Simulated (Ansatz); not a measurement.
A run of Ansatz (development build ahead of 0.2.0) on quartet C₂N at this shape:

```xyz
3

N     0.0000    0.0000    0.0000
C     0.0000    2.1300    0.0000
C     0.0000   -2.1300    0.0000
```

Its results:

```yaml
Converged: yes
Total_energy: -130.17132 hartree
Spin_squared_of_the_determinant: 3.750
Stability_test: minimum among restricted orbitals
```

Problem. Which input gives this output? Name the method, the orbitals and the basis set, and write the input.

Solution. PBE0 (restricted open-shell) in pcseg-2.

```yaml
crystal:
  periodic: [false, false, false]
  atoms:
    - { symbol: "N", position_ang: [0.0, 0.0, 0.0] }
    - { symbol: C, position_ang: [0.0, 2.13, 0.0] }
    - { symbol: C, position_ang: [0.0, -2.13, 0.0] }
basis:
  gaussian: { orbitals: pcseg-2 }
magnetization:
  initial_magnetization: 3
hamiltonian:
  xc: pbe0
```

Caution: stretched shape with no unrestricted run beside it, a lower state can exist; other spin multiplicities may lie lower.
